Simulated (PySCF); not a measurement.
Oxygen: a sound run and one with changed settings

Sound run: O [He] 2s2 2p4, O⁺ [He] 2s2 2p3. All numbers are calculated (PySCF 2.14, the spin-free X2C one-electron Hamiltonian (Gaussian nucleus), in x2c-TZVPall). In the sound run the correlated levels freeze 1s2. The sound run starts from symmetry-adapted Hartree-Fock orbitals and uses a fine grid where one is needed.

Changed run: all electrons correlated in a basis built for the valence shell.

```tsv
species	method	sound run (hartree)	changed run (hartree)	converged
O	MP2	-75.00964	-75.02763	yes
O	CCSD(T)	-75.02909	-75.04763	yes
O⁺	MP2	-74.52274	-74.54041	yes
O⁺	CCSD(T)	-74.53957	-74.55780	yes
```

Ionisation energy of O:

```
 method  sound run (eV)  changed run (eV)
    UHF          12.007            12.007
    MP2          13.249            13.258
SCS-MP2          13.344            13.346
   CCSD          13.285            13.293
CCSD(T)          13.320            13.329
```

A valence basis has no tight correlating functions, so it recovers only part of the core correlation, and not evenly between atom and ion.

For comparison, NIST gives 13.618 eV between the lowest levels.
